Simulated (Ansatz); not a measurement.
## HAlSi⁺, quartet: reading a ladder of total energies

Geometry: that of the HAlSi, triplet, kept fixed. The doublet lies 0.3 eV lower here.

```xyz
3

Si    0.0000    0.0000    2.0886
Al    0.0000    0.0000   -0.2449
H     0.0000    0.0000   -1.8437
```

Basis 6-31G; Ansatz 0.2.0. Correlated methods freeze the noble-gas cores, which leaves 7 electrons in 18 orbitals. R marks a restricted (for open shells ROHF) determinant, U an unrestricted one.

Full CI is exact within this basis and frozen core; it isn't the basis-set limit. The frozen core follows each run's orbitals, which can shift R against U totals by a few meV.

UCCSD has a T1 diagnostic of 0.038 and a largest doubles amplitude of 0.07.

Runs differ by some tens of microhartree through their thresholds and, for an open shell, their frozen cores, so the step to full CI, which has another core, is uncertain by up to 0.1 kcal/mol.

```tsv
level	total energy (hartree)
UHF	-531.031178
UMP2	-531.073449
UCCSD	-531.093963
UCCSD(T)	-531.095577
UCCSDT	-531.096474
UCCSDT(Q)	-531.096572
UCCSDTQ	-531.096574
full CI	-531.096568
```

Q: What is the correlation energy at full CI, and what share of it do UMP2 and UCCSDT recover?

A: E(corr) = -531.096568 − (-531.031178) = -0.065390 hartree = -1.779 eV. UMP2: -0.042271 / -0.065390 = 64.64 %. UCCSDT: -0.065296 / -0.065390 = 99.86 %.

Q: By how many kcal/mol does UCCSD(T) miss full CI (1 hartree = 627.509 kcal/mol), and which steps make up the rest?

A: -531.095577 − (-531.096568) = 0.000991 hartree = 0.62 kcal/mol. Steps: UCCSDT − UCCSD(T) = -0.56, UCCSDT(Q) − UCCSDT = -0.06, UCCSDTQ − UCCSDT(Q) = 0.00, full CI − UCCSDTQ = 0.00 kcal/mol. That is within 1 kcal/mol of the reference in this basis, which itself misses far more of the correlation at the basis-set limit.
